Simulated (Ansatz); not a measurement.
Geometry optimisation, Ansatz, UKS PBE0/STO-3G.

input.yaml

```yaml
crystal:
  periodic: [false, false, false]
  atoms:
    - { symbol: C, position_ang: [-0.3869, -0.5352, 1.7623] }
    - { symbol: O, position_ang: [-0.184, -0.7904, 0.3816] }
    - { symbol: C, position_ang: [0.1238, 0.3746, -0.2781] }
    - { symbol: C, position_ang: [-0.3798, 0.7797, -1.3892] }
    - { symbol: F, position_ang: [-1.4428, 0.0223, -1.9316] }
    - { symbol: C, position_ang: [0.9485, 0.4895, -1.4666] }
    - { symbol: H, position_ang: [-0.6712, -1.4213, 2.2615] }
    - { symbol: H, position_ang: [-1.24, 0.2194, 1.8446] }
    - { symbol: H, position_ang: [0.4607, -0.0604, 2.2771] }
    - { symbol: H, position_ang: [1.623, 1.3141, -1.5125] }
    - { symbol: H, position_ang: [1.2141, -0.4492, -1.9284] }
magnetization:
  spin_polarized: true
basis:
  gaussian: { orbitals: STO-3G }
hamiltonian:
  xc: pbe0
relax:
  f_tol: 0.02
  max_steps: 40
```

Command:

```bash
$ ansatz run input.yaml --threads 1 --pin off --max-ram 2048MiB --backend cpu --events-out ev --progress --plain --runs-dir out
```

**Question.** Where does it end, and by what steps?

**Answer.** It converged. The force dipped under the threshold on the way, but the program's further checks kept it going. Limits of this set-up: minimal basis. After 19 steps the energy has fallen by 3.030 eV; H8 moved furthest, 1.14 Å. The start is strongly strained (largest force component 11 eV/Å).

```
step  energy less start (eV)  largest force component (eV/Å)  accepted
   0                  0.0000                          11.492       yes
   1                 -1.5594                           3.615       yes
   2                 -2.1232                           1.477       yes
   3                 -2.4599                           0.867       yes
   4                 -2.7028                           0.950       yes
   5                 -2.7286                           2.090       yes
   6                 -2.9026                           0.527       yes
   7                 -2.9342                           0.999       yes
   8                 -2.9711                           0.504       yes
   9                 -2.9870                           0.718       yes
  10                 -3.0087                           0.666       yes
  11                 -3.0237                           0.270       yes
  12                 -3.0275                           0.107       yes
  13                 -3.0284                           0.037       yes
  14                 -3.0286                           0.096       yes
  15                 -3.0290                           0.022       yes
  16                 -3.0292                           0.019       yes
  17                 -3.0294                           0.039       yes
  18                 -3.0295                           0.025       yes
  19                 -3.0295                           0.011       yes
```

```xyz
11
Properties=species:S:1:pos:R:3
C -0.156 -0.500 1.766
O -0.986 -0.789 0.587
C -0.452 -0.148 -0.522
C -0.557 0.178 -1.792
F -1.216 0.169 -2.962
C 0.734 0.609 -1.117
H -0.596 -1.079 2.596
H -0.174 0.575 2.025
H 0.894 -0.816 1.617
H 0.897 1.666 -0.850
H 1.677 0.080 -1.329
```

Whether the end is a true minimum wasn't checked by a vibrational analysis.

Time of the run: 61 s on 1 thread of Arm Neoverse V2, on a shared host, peak memory 0.14 GiB.
